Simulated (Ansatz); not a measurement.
Two structures of CH₇ClSi, singlet, reached by relaxing down either side of one saddle point (PBE0-D4/def2-TZVP). Energies are electronic, without zero-point energy. Program: Ansatz 0.2.0. Basis: def2-TZVPP and def2-QZVPP. Cores are frozen in the correlated methods. Extrapolation: Hartree–Fock as exp(−7.88 √X), correlation as X^−2.97. First:

```tsv
atom	x (Å)	y (Å)	z (Å)
Si1	-1.9660	0.8543	-0.1565
H2	-1.2803	-0.3923	-0.5650
H3	-2.4034	1.6185	-1.3472
H4	-3.1246	0.5468	0.7130
Cl5	-0.6432	2.0100	0.9078
H6	1.3733	-1.6951	-0.4934
C7	1.8836	-0.9282	0.0892
H8	1.8605	0.0175	-0.4515
H9	2.9181	-1.2278	0.2550
H10	1.3821	-0.8037	1.0484
```

Second:

Si1  (-0.466, 0.825, 0.260)
H2  (-1.403, -2.152, -1.131)
H3  (-0.828, 1.098, -1.153)
H4  (-1.537, 0.023, 0.899)
Cl5  (-0.405, 2.643, 1.234)
H6  (-1.133, -1.895, -1.778)
C7  (1.188, -0.006, 0.397)
H8  (1.968, 0.610, -0.057)
H9  (1.168, -0.971, -0.116)
H10  (1.449, -0.176, 1.444)
(Å)

(1) Which bonds change from the first to the second?

(2) Give the saddle point's structure and its height above each. (To be estimated.)

T1 diagnostic: at most 0.011. The start structure is not quite a true minimum (one mode of 30i cm⁻¹).

## Answers

(1) SiH₃Cl ([SiH3][Cl]) + CH₄ → CH₅ClSi ([CH3][SiH2][Cl]) + H₂; bonds formed: Si1–C7, H2–H6; bonds broken: Si1–H2, H6–C7.

(2) By the calculation: 298.7 kJ/mol above the first and 280.5 kJ/mol above the second (CCSD(T) at an estimated basis limit (MP2 extrapolated from triple and quadruple zeta, plus CCSD(T) − MP2 in triple zeta)).
Si1  (-0.917, 0.409, -0.075)
H2  (-1.111, -1.011, -0.898)
H3  (-1.144, 1.117, -1.348)
H4  (-1.874, -0.101, 0.924)
Cl5  (-0.286, 2.135, 1.054)
H6  (0.011, -0.874, -0.464)
C7  (1.070, -0.398, 0.130)
H8  (1.610, 0.438, -0.309)
H9  (1.519, -1.333, -0.231)
H10  (1.123, -0.383, 1.216)
(Å)

Labels in which every atom is bracketed show which atoms are joined, not bond orders.

For scale, one of the runs: CCSD(T)/def2-TZVPP, 213 basis functions, launched by `ansatz run in.yaml --threads 4 --pin off --events-out ev --progress --plain --max-ram 9574MiB`. Hardware: 4 CPU threads of an Arm Neoverse V1, shared host. Wall time 45 s; peak host memory 2.9 GiB.
